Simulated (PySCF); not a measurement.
Species: difluorophosphane, F₂HP.
SMILES: `FPF`

Level of theory: PBE0-D3(BJ)/def2-SVP geometry optimisation, gas phase in PySCF.

Masses are those of the commonest isotopes; rigid-rotor values at the optimised geometry. 

Task: What are A, B and C (MHz)?

Result: Ia = 21.18, Ib = 59.07, Ic = 76.37 u·Å²; 505379 MHz·u·Å²/I gives A = 23857, B = 8555, C = 6618 MHz.

Task: What kind of rotor is it?

Result: An asymmetric top: κ = (2 × 8555 − 23857 − 6618)/(23857 − 6618) = -0.78.

Task: Is it planar, by Δ = Ic − Ia − Ib?

Result: Not planar: Δ = Ic − Ia − Ib = -3.89 u·Å². For a rigid frame Δ = −2 Σ m c², so Σ m c² = 1.94 u·Å² lies off the ab plane: 1.84 from hydrogen and 0.11 from heavier atoms. The atom farthest from that plane is 1.35 Å away.

Task: Give the other two planar moments, Paa and Pbb, and the rms extents of the mass along the axes.

Result: Paa = Σ m a² = (Ib + Ic − Ia)/2 = 57.13 and Pbb = Σ m b² = (Ia + Ic − Ib)/2 = 19.24 u·Å². With the mass M = 69.98 u, the rms extents √(P/M) along a, b and c are 0.90, 0.52, 0.17 Å.

Task: Which lines would a microwave search look for?

Result: The dipole components are |μa| = 0.00 D, |μb| = 1.49 D, |μc| = 0.50 D; the mirror of this Cs structure is the bc plane, so μa vanishes by symmetry and there are no a-type lines. Intensities carry the squares of the components, which stand as 1.00 : 0.11 (b : c). Some lines, for components of 0.1 D or more:

| type | branch | J(Ka,Kc) | MHz | lower level (cm⁻¹) |
| --- | --- | --- | --- | --- |
| c | Q | 2(1,2) ← 2(0,2) | 13537 | 1.513 |
| b | R | 2(0,2) ← 1(1,1) | 14872 | 1.017 |
| c | Q | 1(1,1) ← 1(0,1) | 15302 | 0.506 |
| b | Q | 1(1,0) ← 1(0,1) | 17239 | 0.506 |
| b | Q | 2(1,1) ← 2(0,2) | 19349 | 1.513 |
| b | R | 1(1,1) ← 0(0,0) | 30475 | 0.000 |
| c | R | 1(1,0) ← 0(0,0) | 32413 | 0.000 |
| b | R | 2(1,2) ← 1(0,1) | 43711 | 0.506 |
| c | Q | 2(2,1) ← 2(1,1) | 45906 | 2.158 |
| b | Q | 2(2,0) ← 2(1,1) | 46078 | 2.158 |
| c | R | 2(1,1) ← 1(0,1) | 49523 | 0.506 |
| b | Q | 2(2,1) ← 2(1,2) | 51718 | 1.964 |
| b | R | 2(2,1) ← 1(1,0) | 78189 | 1.081 |
| c | R | 2(2,0) ← 1(1,0) | 78362 | 1.081 |
| c | R | 2(2,1) ← 1(1,1) | 80127 | 1.017 |
| b | R | 2(2,0) ← 1(1,1) | 80300 | 1.017 |

No PBE0-D3(BJ)/def2-SVP frequencies stand behind this structure, so it isn't proved a minimum. Constants of a rigid frame at the computed geometry: no zero-point averaging, no centrifugal distortion.

Time: 4.2 s wall; peak memory 0.27 GiB. Hardware: Arm Neoverse V1, one thread, no GPU, shared host. This is the geometry optimisation.
